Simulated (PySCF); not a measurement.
The dipole of `[H]/N=C\C#CC` from its density and from atomic charges.

Coordinates (PBE0-D3(BJ)/def2-SVP, Å) and charges (e) from the PBE0/pcSseg-1 density (PySCF):

| atom | x | y | z | Mulliken | IAO | Hirshfeld | ESP-fitted |
| --- | --- | --- | --- | --- | --- | --- | --- |
| C1 | 2.190 | 0.423 | -0.167 | -0.2164 | -0.4297 | -0.0898 | -0.5466 |
| C2 | 0.770 | 0.124 | -0.139 | -0.1407 | -0.0062 | -0.0239 | +0.2784 |
| C3 | -0.422 | -0.111 | -0.113 | -0.0353 | -0.1174 | -0.0744 | -0.5706 |
| C4 | -1.826 | -0.403 | -0.085 | -0.0709 | +0.0290 | +0.0511 | +0.6398 |
| N5 | -2.778 | 0.442 | -0.029 | -0.3158 | -0.4084 | -0.2211 | -0.7972 |
| H6 | 2.426 | 1.127 | -0.981 | +0.1583 | +0.1755 | +0.0650 | +0.1884 |
| H7 | 2.511 | 0.885 | 0.779 | +0.1586 | +0.1760 | +0.0654 | +0.1885 |
| H8 | 2.787 | -0.489 | -0.320 | +0.1573 | +0.1739 | +0.0639 | +0.1861 |
| H9 | -2.091 | -1.473 | -0.117 | +0.1381 | +0.1595 | +0.0578 | +0.0254 |
| H10 | -2.395 | 1.394 | -0.004 | +0.1667 | +0.2478 | +0.1060 | +0.4078 |

Problem. Form Σ q r in debye for every column and set it beside the full dipole.

Solution. The full density gives (3.48, 0.36, -0.08) D, 3.50 D in size; dipole vectors point from the negative to the positive end.

```json
{"scheme": "Mulliken", "μx": "4.67", "μy": "0.26", "μz": "-0.12", "size (D)": "4.68", "share of the full size (%)": "134", "angle to the full dipole (°)": "3"}
{"scheme": "IAO", "μx": "2.93", "μy": "0.08", "μz": "-0.07", "size (D)": "2.94", "share of the full size (%)": "84", "angle to the full dipole (°)": "4"}
{"scheme": "Hirshfeld", "μx": "2.22", "μy": "0.06", "μz": "-0.06", "size (D)": "2.22", "share of the full size (%)": "63", "angle to the full dipole (°)": "4"}
{"scheme": "ESP-fitted", "μx": "3.48", "μy": "0.36", "μz": "-0.08", "size (D)": "3.50", "share of the full size (%)": "100", "angle to the full dipole (°)": "0"}
```

Problem. Which set comes closest?

Solution. Length of the difference vector: ESP-fitted 0.01 D, IAO 0.61 D, Mulliken 1.19 D, Hirshfeld 1.30 D. Closest: ESP-fitted. 

Problem. What is left for the Hirshfeld atoms' own dipoles?

Solution. The shares of the density sum to the whole, so what Σ q r misses lies in dipoles about the nuclei. The atomic dipoles sum to (3.48, 0.36, -0.08) − (2.22, 0.06, -0.06) = (1.26, 0.30, -0.02) D, 1.30 D in size.

Problem. With the origin at the mean of the coordinates, (0.117, 0.192, -0.118) Å, which are the largest single terms, by size, of the ESP-fitted dipole along the direction of the full one?

Solution. N5 +10.94, C4 -6.13, C1 -5.48, H10 -4.66, H8 +2.32 D; all 10 atoms together +3.50 D. The single terms depend on the origin, their sum doesn't.

Problem. Give the size of the full dipole in other units.

Solution. 3.50 D = 1.378 au = 0.729 e·Å = 11.68 × 10⁻³⁰ C·m.

Isolated species at its PBE0-D3(BJ)/def2-SVP geometry, gas phase.
